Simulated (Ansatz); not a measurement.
# AlLiH2 (singlet): B97M-V, PBE0 over a scan of the distance Al1–Li2, 6-31G

Aim: run AlLiH2 (singlet) with these functionals over a scan of the distance Al1–Li2, and hold them against the top wave-function level at the same points.

The runs use Ansatz 0.2.0, Gaussian basis; 6-31G, all electrons in the functionals.

To be run: B97M-V, PBE0, at 2.150 Å; 2.384 Å; 2.639 Å; 2.888 Å; 3.192 Å; 3.610 Å; 4.166 Å; 4.908 Å; 5.845 Å; 7.289 Å; 8.823 Å.

41 further runs of the same task are left out: 22 for a known fault of the program, 15 that didn't finish, 4 set aside as unsound or not needed.

### 1 What is computed

The geometry derives from a PBE0/def2-TZVP stationary point (not a proven minimum). One bond is set to the value named and the two fragments are kept rigid.

4 atoms, charge 0, spin multiplicity 1.

Atoms are counted from 1 here; the program's logs count them from 0.

Bond lengths: Al1–H3 1.618 Å, Al1–H4 1.618 Å. Angles: H3–Al1–H4 107.9°.

No dispersion term is added; B97M-V holds VV10 nonlocal correlation.

The geometry shown and the zero of energy belong to the point 2.639 Å. The yardstick, FCI, and other wave-function levels (R restricted, U unrestricted, valence and pair active spaces) come from earlier runs.

### 2 B97M-V, 2.150 Å

Contents of in.yaml:

```yaml
crystal:
  periodic: [false, false, false]
  atoms:
    - {symbol: Al, position_ang: [0.000000, 0.000000, 0.361819]}
    - {symbol: Li, position_ang: [0.000000, 0.000000, -1.788181]}
    - {symbol: H, position_ang: [0.000000, 1.307862, 1.314228]}
    - {symbol: H, position_ang: [0.000000, -1.307862, 1.314228]}
basis:
  gaussian: {orbitals: 6-31G}
hamiltonian: {xc: {name: B97M-V}}
```

Command:

```console
$ ansatz run in.yaml --threads 1 --pin off --events-out ev --progress --plain --max-ram 2393MiB
```

The runs that follow: B97M-V, 2.384 Å; B97M-V, 2.639 Å; B97M-V, 2.888 Å; B97M-V, 3.192 Å; B97M-V, 3.610 Å; B97M-V, 4.166 Å; B97M-V, 4.908 Å; B97M-V, 5.845 Å; B97M-V, 7.289 Å; B97M-V, 8.823 Å; PBE0, 2.150 Å; PBE0, 2.384 Å; PBE0, 2.639 Å; PBE0, 2.888 Å; PBE0, 3.192 Å; PBE0, 3.610 Å; PBE0, 4.166 Å; PBE0, 4.908 Å; PBE0, 5.845 Å; PBE0, 7.289 Å; PBE0, 8.823 Å.

Q: Predict the results of all the runs planned. Wanted: span of the FCI curve; largest miss, B97M-V; largest miss, PBE0.

**Answer**, as computed:

| quantity | value |
| --- | --- |
| span of the FCI curve | 1.450 eV |
| largest miss, B97M-V | +0.360 eV (8.823 Å) |
| largest miss, PBE0 | +0.272 eV (7.289 Å) |

What this shows: Of the functionals, PBE0 keep the smallest largest miss at the points compared (at most 0.272 eV) and B97M-V strays most (0.360 eV, at 8.823 Å). B97M-V, PBE0 clearly break the spin symmetry at some points (⟨S²⟩ up to 1.00 above the pure value), so energy there is bought with a mixed spin. Functionals and the yardstick converge differently with the basis, so part of each miss in 6-31G is the basis.
